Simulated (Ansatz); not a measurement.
The input, for Ansatz 0.2.0:

```yaml
crystal:
  periodic: [false, false, false]
  atoms:
    - {symbol: Si, position_ang: [0.000000, 0.000000, 0.908438]}
    - {symbol: C, position_ang: [0.000000, 0.000000, -2.404562]}
    - {symbol: H, position_ang: [0.000000, 1.271280, 1.670018]}
    - {symbol: H, position_ang: [0.000000, -1.271280, 1.670018]}
basis:
  gaussian: {orbitals: cc-pVDZ}
magnetization: {spin_polarized: true, initial_magnetization: 0}
correlation: {method: ccsdt_q, electrons: outside_noble_gas}
```

```sh
$ ansatz run in.yaml --threads 1 --pin off --events-out ev --progress --plain --max-ram 2816MiB --backend cpu
```

(1) Roughly how long does this take on 1 thread of AMD EPYC 7R13, shared host, and how much host memory?

```
766 factors; integrals over basis functions are off by at most 1.6e-7 eV
mean field evaluation 1: about -8904.8201 eV, gradient 2.3e1 eV
mean field evaluation 2: about -8904.8220 eV, gradient 2.3e1 eV
mean field evaluation 4: about -8911.0885 eV, gradient 1.2e1 eV
mean field evaluation 8: about -8914.5791 eV, gradient 1.3e-1 eV
mean field evaluation 16: about -8914.8392 eV, gradient 1.6e0 eV
mean field evaluation 32: about -8916.5999 eV, gradient 2.9e-6 eV
mean field evaluation 64: about -8916.6000 eV, gradient 9.1e-9 eV
mean field evaluation 96: about -8916.6000 eV, gradient 5.2e-4 eV
mean field evaluation 128: about -8917.1254 eV, gradient 7.9e-1 eV
mean field evaluation 160: about -8917.1566 eV, gradient 6.4e-7 eV
...
mean field -8917.15656128 eV, -327.6994593614 hartree, gradient 2.6e-7 eV, S^2 1.943462; 40 other end points of the search recorded, 0 dependent functions left out
determinant -8917.15656128 eV, -327.6994593614 hartree, with singles and doubles -8921.80008787 eV, -327.8701058158 hartree
determinant -8917.14225263 eV, -327.6989335280 hartree, with singles and doubles -8921.78701586 eV, -327.8696254282 hartree
determinant -8917.07291083 eV, -327.6963852639 hartree, with singles and doubles -8921.67824740 eV, -327.8656282612 hartree
determinant -8916.59997768 eV, -327.6790052911 hartree, with singles and doubles -8921.57471788 eV, -327.8618236214 hartree
determinant -8916.43944147 eV, -327.6731056944 hartree, with singles and doubles -8921.33345142 eV, -327.8529572427 hartree
determinant -8916.37159436 eV, -327.6706123592 hartree, with singles and doubles -8921.27033474 eV, -327.8506377474 hartree
determinant -8916.34890926 eV, -327.6697786971 hartree, with singles and doubles -8921.61817934 eV, -327.8634208008 hartree
determinant -8915.94848154 eV, -327.6550632497 hartree, with singles and doubles -8921.28050846 eV, -327.8510116250 hartree
determinant -8915.94018989 eV, -327.6547585372 hartree, with singles and doubles -8921.27552956 eV, -327.8508286536 hartree
determinant -8915.79782949 eV, -327.6495268889 hartree, with singles and doubles -8920.94379495 eV, -327.8386376316 hartree
determinant -8915.78578464 eV, -327.6490842490 hartree, with singles and doubles -8920.92878445 eV, -327.8380860059 hartree
determinant -8915.70996823 eV, -327.6462980472 hartree, with singles and doubles -8920.78422038 eV, -327.8327733743 hartree
determinant -8915.69347218 eV, -327.6456918284 hartree, with singles and doubles -8920.77990025 eV, -327.8326146125 hartree
determinant -8915.42450774 eV, -327.6358075678 hartree, with singles and doubles -8920.61152070 eV, -327.8264267779 hartree
determinant -8915.39651237 eV, -327.6347787569 hartree, with singles and doubles -8920.58407242 eV, -327.8254180724 hartree
determinant -8914.81564615 eV, -327.6134323169 hartree, with singles and doubles -8920.38062317 eV, -327.8179414505 hartree
determinant -8914.79553996 eV, -327.6126934280 hartree, with singles and doubles -8920.38753948 eV, -327.8181956201 hartree
determinant -8914.75281043 eV, -327.6111231469 hartree, with singles and doubles -8921.13890544 eV, -327.8458078097 hartree
determinant -8914.55879263 eV, -327.6039931241 hartree, with singles and doubles -8920.42934858 eV, -327.8197320762 hartree
determinant -8914.42310816 eV, -327.5990068119 hartree, with singles and doubles -8919.86226902 eV, -327.7988922869 hartree
determinant -8913.92968515 eV, -327.5808738507 hartree, with singles and doubles -8919.60913301 eV, -327.7895897098 hartree
determinant -8913.88641408 eV, -327.5792836681 hartree, with singles and doubles -8919.56921139 eV, -327.7881226173 hartree
determinant -8913.78848926 eV, -327.5756849975 hartree, with singles and doubles -8919.83250406 eV, -327.7977984445 hartree
determinant -8913.78417226 eV, -327.5755263505 hartree, with singles and doubles -8919.54134471 eV, -327.7870985357 hartree
determinant -8917.15656128 eV, -327.6994593614 hartree, with singles and doubles -8921.80856700 eV, -327.8704174182 hartree
determinant -8917.14225263 eV, -327.6989335280 hartree, with singles and doubles -8921.79552346 eV, -327.8699380768 hartree
determinant -8917.07291083 eV, -327.6963852639 hartree, with singles and doubles -8921.67837466 eV, -327.8656329379 hartree
determinant -8916.59997768 eV, -327.6790052911 hartree, with singles and doubles -8921.72461864 eV, -327.8673323728 hartree
determinant -8916.43944147 eV, -327.6731056944 hartree, with singles and doubles -8921.43327584 eV, -327.8566257226 hartree
determinant -8916.37159436 eV, -327.6706123592 hartree, with singles and doubles -8921.38120995 eV, -327.8547123362 hartree
determinant -8916.34890926 eV, -327.6697786971 hartree, with singles and doubles -8921.74317843 eV, -327.8680144328 hartree
determinant -8915.94848154 eV, -327.6550632497 hartree, with singles and doubles -8921.39000908 eV, -327.8550356985 hartree
determinant -8915.94018989 eV, -327.6547585372 hartree, with singles and doubles -8921.38484154 eV, -327.8548457947 hartree
6 core orbitals not correlated: weight in the atoms' cores, before any rotation towards them, 1.000 or more for the frozen orbitals, at most 0.000 for the correlated occupied ones
reference -8916.34890926 eV, -327.6697786971 hartree; 5, 5 occupied and 31, 31 virtual orbitals, 766 factors
second order -3.79179662 eV of doubles, -0.00000000 eV of singles
...
cycle  49  -5.96435905 eV  change   -1.1e-5 eV  update   3.0e-6
cycle  50  -5.96436521 eV  change   -6.2e-6 eV  update   1.9e-6
cycle  51  -5.96436605 eV  change   -8.4e-7 eV  update   1.4e-6
cycle  52  -5.96436755 eV  change   -1.5e-6 eV  update   1.1e-6
cycle  53  -5.96436965 eV  change   -2.1e-6 eV  update   7.6e-7
cycle  54  -5.96437036 eV  change   -7.1e-7 eV  update   5.7e-7
cycle  55  -5.96436948 eV  change    8.8e-7 eV  update   5.0e-7
cycle  56  -5.96436871 eV  change    7.8e-7 eV  update   4.1e-7
cycle  57  -5.96436637 eV  change    2.3e-6 eV  update   3.8e-7
cycle  58  -5.96436562 eV  change    7.5e-7 eV  update   2.7e-7
perturbative correction -0.03796659 eV, -0.0013952465 hartree
WARN: the results are in doubt because among natural orbitals full CI differs from the method by +1.054 eV
Total energy: -8922.35124148 eV, -327.8903603374 hartree
In doubt: among natural orbitals full CI differs from the method by +1.054 eV
```

The determinant lies 0.81 eV above the lowest one of its kind in the log. Its ⟨S²⟩ is 1.01 against 0.00 for a pure state. The T1 diagnostic is 0.023.

Results:

(1) 50 s wall and 0.28 GiB.
